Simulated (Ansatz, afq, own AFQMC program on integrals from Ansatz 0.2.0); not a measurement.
Integrals from Ansatz 0.2.0, then the random walk in our own AFQMC program (afq).

```yaml
crystal:
  periodic: [false, false, false]
  atoms:
    - {symbol: Al, position_ang: [0.000000, 0.000000, 0.000000]}
    - {symbol: Al, position_ang: [0.000000, 0.000000, 3.031047]}
basis:
  gaussian: {orbitals: cc-pVDZ}
total_charge: 1
magnetization: {spin_polarized: true, initial_magnetization: 1}
correlation: {method: ccsd_t, electrons: outside_noble_gas, hamiltonian_folder: ham}
```

```sh
$ ansatz run in.yaml --threads 1 --pin off --events-out ev --progress --plain --max-ram 1843MiB
```

Options of the walk:

```
--method phaseless --trial cisd --walkers 90 --populations 1 --least-time 40 --time-step 0.005 --steps-per-block 50 --equilibration-blocks 28 --max-blocks 300 --target-error 0.00027 --factor-cut 1e-05 --start spin_pure --seed 5921 --release-times 0.24,0.51,0.99,1.62,2.4 --release-step 0.03 --release-every 4 --taylor-order 6
```

Times are imaginary, in 1/Eh. The walk had a cap of 507 s.

Log:

```
orbitals 26  electrons 3 2  factors 170 of 364
reference energy -483.58298488 Eh
CCSD correlation -0.08915069 Eh in 12 cycles, weight of the determinant in the CISD state 0.8763
energy of the start -483.671495 Eh
 block  time / (1/Eh)  mean weight  energy / Eh
     1     0.250  1.0003  -483.671111
     2     0.500  0.9994  -483.670999
     3     0.750  1.0004  -483.671123
     4     1.000  1.0005  -483.671613
     5     1.250  0.9998  -483.672338
     8     2.000  1.0002  -483.673353
    11     2.750  0.9993  -483.672312
    26     6.500  1.0009  -483.674572
    41    10.250  1.0011  -483.675054
    56    14.000  1.0005  -483.673861
    71    17.750  1.0020  -483.675172
    86    21.500  1.0011  -483.672326
   101    25.250  0.9991  -483.674470
   116    29.000  0.9996  -483.675079
   126    31.500  0.9988  -483.678142
   131    32.750  0.9995  -483.675406
   146    36.500  1.0002  -483.674309
   161    40.250  1.0002  -483.674092
   176    44.000  0.9999  -483.674396
   191    47.750  1.0002  -483.673470
   206    51.500  1.0005  -483.676098
blocks merged  error / Eh  count
     1  0.000129  180
     2  0.000172  90
     4  0.000206  45
     8  0.000244  22
    16  0.000273  11
released: time / (1/Eh)  energy / Eh  error  mean overlap
  0.24  -483.674813  0.000269  1.0040
  0.51  -483.674829  0.000227  1.0074
  0.99  -483.674582  0.000163  1.0137
  1.62  -483.674733  0.000158  1.0040
  2.40  -483.674735  0.000137  1.0080
energy -483.674691 +/- 0.000244 Eh
(rows thinned)
```

The run passed its tests (sampling time, drift between the halves within three errors, error under three times the target), which doesn't prove that it has relaxed.

Against this walk (error 6.7 meV) on the same determinant: CCSD(T) 17.7 meV higher, CCSDT(Q) 4.9 meV lower (within the noise), full CI 5.6 meV lower (within the noise). The error is statistical and leaves out the bias of the constraint. Released to 2.40 1/Eh the energy moves by -1 ± 8 meV (both errors), within twice the noise.

Cautions: constraint bias not in the error; unrestricted determinant slightly spin contaminated (⟨S²⟩ 0.81 against 0.75).

The walk took 92 s on 1 thread of Arm Neoverse V2, on a shared host. The log's last line is the phaseless energy.

CCSDT and higher add their correlation energy to the determinant of the CCSD(T) run, since their own runs factorise the integrals more tightly (a shift of under 2 meV). A walk keeps the symmetry of its determinant, which the program's search chose and which needn't be the lowest solution, so a lower state of the same spin and another symmetry isn't excluded.
